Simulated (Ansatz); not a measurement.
Results of LDA in Ansatz (PAW) for rock-salt HfN.

Numerical settings: plane-wave cutoff 520 eV, 22×22×22 k mesh, Fermi–Dirac smearing 0.05 eV, scalar-relativistic PAW data made under PBE.

Equation-of-state points:

| V (Å³/atom) | E − E_lowest (meV/atom) | P (GPa) |
|---|---|---|
| 10.478 | 42.13 | 21.30 |
| 10.701 | 18.05 | 13.44 |
| 10.924 | 4.36 | 6.37 |
| 11.147 | 0.00 | 0.01 |
| 11.370 | 4.05 | -5.72 |
| 11.593 | 15.66 | -10.88 |
| 11.816 | 34.08 | -15.52 |

Question: Estimate the bulk modulus from the pressures at 10.924 and 11.370 Å³/atom, and compare it with a fit to all energies.

Answer: B = −V dP/dV. Between V = 10.924 and 11.370 Å³/atom, dP/dV = (-5.72 − (6.37))/(11.370 − 10.924) = -27.1 GPa per Å³/atom; at the midpoint 11.147 Å³/atom this gives B ≈ 302 GPa. The third-order Birch–Murnaghan fit gives V0 = 11.147 Å³/atom, B0 = 302 GPa, B′ = 4.3, which lies within 1 % of that estimate.

Measured, for comparison: bulk modulus 260 GPa (room temperature, no zero-point or thermal correction, sources range from 260 to 306; as tabulated in Synthesis of Binary Transition Metal Nitrides, Carbides and Borides from the …); equilibrium volume per atom 11.57 Å³/atom (room temperature, no zero-point or thermal correction; as tabulated in Seo, Lee, Wen, Petrov, Greene, Gall, J. Appl. Phys. 96, 878 (2004)). Computed less measured: bulk modulus +16 % (inside the range of the sources held), equilibrium volume per atom -3.6 %.

Spin–orbit coupling is not included.

Computed values are for the static lattice.

The result took about 90 core-seconds (a rough figure).

Ansatz is a quantum-chemistry and plane-wave program.
